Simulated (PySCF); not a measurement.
Gas-phase reaction: SiCl + O + Cl = SiOCl2

Method: PySCF energies plus ideal-gas RRHO corrections (1 bar). † marks an energy on the PBE0/def2-TZVP geometry and frequencies; other levels use their own. MP2 freezes the core. Open shells (unrestricted): SiCl (multiplicity 2), O (multiplicity 3), Cl (multiplicity 2); the rest are closed-shell singlets. Spin-orbit splitting is ignored; it lowers the true energy and changes the entropy of SiCl, O, Cl. SiOCl2: computed as isolated molecules; such fragments, hydroxides, amides, oligomers or adducts are transient or little studied in the gas. MP2 isn't extrapolated to the basis-set limit.

MP2/def2-TZVPP† gives ΔH°(298 K) = -1022 kJ.

### Question
What do HF/def2-TZVP†, PBE0/def2-TZVP, PBE0/def2-SVP† give?

### Answer
HF/def2-TZVP†: -606 kJ; PBE0/def2-TZVP: -950 kJ; PBE0/def2-SVP†: -912 kJ. For scale, ΔH°(298 K) is -1022 kJ at this level, -974 kJ at ωB97M-V/def2-TZVP†, and runs from -1425 to -549 kJ over the 20 levels computed.
